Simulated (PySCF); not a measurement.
## HO, SMILES `[OH]` (charge 0, multiplicity 2)

Computed with ωB97X-D3(BJ)/def2-TZVP // B3LYP-D3(BJ)/def2-TZVP (PySCF).

```json
{
  "highest_occupied_spin_orbital": "-11.83 eV",
  "dipole_moment": "0.370 e·Å",
  "total_energy": "-75.7764 Ha",
  "cost": "very roughly 5 core-seconds"
}
```

```xyz
2

O      0.4883     0.0000     0.0000
H     -0.4883     0.0000     0.0000
```
Charge 0, spin multiplicity 2.
